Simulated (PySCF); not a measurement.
Identify the unknown among the candidates.

All candidates are C3H5Cl.

- Triplet: lowest triplet excitation (Tamm–Dancoff): 4.21 eV [TDA CAM-B3LYP/aug-cc-pVTZ]
- UV, first state: lowest singlet excitation: 6.41 eV (193 nm, f = 0.002) [TDDFT CAM-B3LYP/aug-cc-pVTZ]
- Polarisability: 53.3 au [CAM-B3LYP/aug-cc-pVTZ]
- 13C NMR: chemical shifts (computed TMS as zero) by class: 158.5 (1 C), 121.5 (1 C), 29.5 (1 C) ppm [GIAO PBE0/pcSseg-2]
- NMR, other nuclei: isotropic shieldings of nuclei other than C and H, by class: 675 (1 Cl) ppm [GIAO PBE0/pcSseg-2]
- UV, strongest line: among the 10 lowest singlet transitions: S2 at 6.56 eV (189 nm, f = 0.269) [TDDFT CAM-B3LYP/aug-cc-pVTZ]
- 1H NMR: chemical shifts (computed TMS as zero) by class: 5.35 (1 H), 5.34 (1 H), 2.11 (3 H) ppm [GIAO PBE0/pcSseg-2]
- Dipole: 1.67 D [CAM-B3LYP/aug-cc-pVTZ]
- Rotational structure: rotational constants A, B, C: 9.393, 5.020, 3.339 GHz [PBE0-D3(BJ)/def2-TZVP]

Gas-phase values; electronic properties from PySCF, density fitting. Levels stand in brackets. Geometry: PBE0-D3(BJ)/def2-TZVP; no solvent, vibrations or thermal averaging. NMR classes are plain means over equivalent atoms (diastereotopic ones count apart unless rotation or inversion swaps them), as if these changed places fast.

Question: Which candidate is it?
A. `C=C(C)Cl`
B. `C=CCCl`
C. `C/C=C/Cl`

Answer: A. It is `C=C(C)Cl`. Numbering: `[CH2:1]=[C:2]([CH3:3])[Cl:4]`. Its formula, C3H5Cl, gives 1 degree of unsaturation: 0 rings and 1 π bond in the structure found. 3 carbons fall into 3 classes; from least to most shielded: vinylic C–Cl carbon [C2] (158.5 ppm), terminal =CH2 carbon [C1] (121.5 ppm), allylic carbon [C3] (29.5 ppm). Hydrogen classes from least to most shielded: 1 H on a terminal =CH2 carbon, C1 (5.35 ppm), 1 H on a terminal =CH2 carbon, C1 (5.34 ppm), 3 H on an allylic carbon, C3 (2.11 ppm). The other shieldings belong to: 675 ppm, vinyl chlorine [Cl4]. The optimised geometry has point group Cs and is an asymmetric top.

The others, at the same levels:
- `C/C=C/Cl` fails: its computed 13C shifts are 141.2 (1 C), 133.9 (1 C), 19.5 (1 C) ppm, 1H shifts are 6.24 (1 H), 6.22 (1 H), 1.79 (3 H) ppm and lowest singlet excitation is 6.23 eV (199 nm, f = 0.000) (against 6.41 eV).
- `C=CCCl` fails: its computed lowest singlet excitation is 6.78 eV (183 nm, f = 0.110) (against 6.41 eV), strongest line among the 10 lowest singlet transitions is S4 at 7.27 eV (170 nm, f = 0.354) (against S2 at 6.56 eV) and rotational constant A is 21.882 GHz (against 9.393 GHz).

Each candidate is one conformer, not necessarily the lowest. Dipoles, sizes and rotational constants follow the conformer. The torsions of the flexible species, by atom-mapped SMILES:
- `[CH2:1]=[CH:2][CH2:3][Cl:4]`: C1–C2–C3–Cl4 -120°
